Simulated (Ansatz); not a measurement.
A made-up structure of CH4BO (charge +1), singlet:

| atom | x (Å) | y (Å) | z (Å) |
| --- | --- | --- | --- |
| C1 | -0.8009 | 0.4784 | -0.1955 |
| B2 | 1.3815 | -1.0445 | 0.3815 |
| O3 | 0.4198 | -0.3145 | 0.1155 |
| H4 | -1.6731 | -0.1868 | -0.2060 |
| H5 | -0.7047 | 0.9522 | -1.1788 |
| H6 | -0.9542 | 1.2521 | 0.5651 |
| H7 | 2.5145 | -1.1548 | 0.5444 |

It is relaxed with PBE-D4/def2-SVP and then PBE0-D4/def2-TZVP (Ansatz 0.2.0). Atoms count as bonded within 1.22 times the sum of their covalent radii (H–H: 0.88 Å). The end point is not checked to be a true minimum.

(1) Does its bonding change? (A judgement: the text doesn't fix the answer.)

Answers

(1) Computed: No: no bond forms or breaks.

Where it ends: The first stage lowers the energy by 0.39 eV in 6 steps. It ends as CH₄BO ([BH][O][CH3]), total charge +1:
| atom | x (Å) | y (Å) | z (Å) |
| --- | --- | --- | --- |
| C1 | -0.8314 | 0.4811 | -0.2000 |
| B2 | 1.4400 | -0.8001 | 0.3397 |
| O3 | 0.4089 | -0.2183 | 0.0947 |
| H4 | -1.6168 | -0.2695 | -0.1828 |
| H5 | -0.7047 | 0.9262 | -1.1832 |
| H6 | -0.9539 | 1.2274 | 0.5803 |
| H7 | 2.4406 | -1.3646 | 0.5776 |

Labels in which every atom is bracketed show which atoms are joined, not bond orders.

For scale, one of the runs: PBE0-D4/def2-TZVP relaxation, 117 basis functions, launched by `ansatz run in.yaml --threads 2 --pin off --events-out ev --progress --plain --max-ram 4352MiB`. The run took about 9.5 s on 2 CPU threads of an Intel Xeon (shared host).
